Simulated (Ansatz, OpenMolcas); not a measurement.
Heat of formation of SOF2 (thionyl fluoride) from total energies

The species is SOF2 (4 atoms), meant as a singlet with charge 0. As SMILES, `O=S(F)F`. Geometry: relaxed at PBE0-D4/def2-TZVP.

| atom | x (Å) | y (Å) | z (Å) |
| --- | --- | --- | --- |
| O | 0.9324 | 0.0666 | -1.0178 |
| S | -0.1513 | -0.4262 | -0.2457 |
| F | -1.1244 | 0.8042 | 0.0004 |
| F | 0.3433 | -0.4446 | 1.2631 |

Total energies at revPBE/aug-cc-pVDZ (OpenMolcas 26.06); the atoms run unrestricted:

```tsv
species	state	energy (Eh)
SOF2	singlet	-672.943455
O	triplet	-75.053028
S	triplet	-398.036754
F	doublet	-99.705380
```

Harmonic wavenumbers at PBE0-D4/def2-TZVP, in cm⁻¹: 374, 395, 533, 761, 827, 1372.

Measured heats of formation of the gaseous atoms at 298.15 K, in kJ/mol: O 249.2, S 277.0, F 79.4. Spin-orbit lowering of the atoms at 298 K (mean of the ground term's levels less their thermal mean, from spectra), in kJ/mol: O 0.40, S 1.88, F 1.29. Take 1 Eh = 2625.50 kJ/mol, 1 cm⁻¹ = 0.0119627 kJ/mol, RT = 2.479 kJ/mol.

Q: Work out the heat of formation of the gas at 298 K.

A: 
1. Electronic atomisation energy: (-75.053028) + (-398.036754) + 2 × (-99.705380) − (-672.943455) = 0.442913 Eh = 1162.9 kJ/mol.
2. Zero-point energy: half the sum of the wavenumbers, 2131 cm⁻¹ = 25.5 kJ/mol.
3. Thermal vibrational enthalpy, Σ hcν̃/(exp(hcν̃/kT) − 1): 2.7 kJ/mol. Translation, rotation and pV of a non-linear molecule: 4 RT = 9.9 kJ/mol.
4. The 4 free atoms carry 5/2 RT each: 24.8 kJ/mol.
5. Spin-orbit coupling lowers the free atoms by 0.40 + 1.88 + 2 × 1.29 = 4.9 kJ/mol.
6. Atomisation enthalpy at 298 K: 1162.9 − 4.9 − 25.5 − 2.7 − 9.9 + 24.8 = 1144.7 kJ/mol.
7. Sum of the atoms' heats of formation: 685.0 kJ/mol. Heat of formation: 685.0 − 1144.7 = -459.7 kJ/mol.

The tabulated value is -543.9 kJ/mol (NIST-JANAF tables; in doubt: it may be an older value or an estimate), so this level is off by +84.2 kJ/mol, or 6.9 % of the atomisation enthalpy that the table implies (1228.9 kJ/mol). Anharmonicity and any spin-orbit splitting of the molecule are left out.
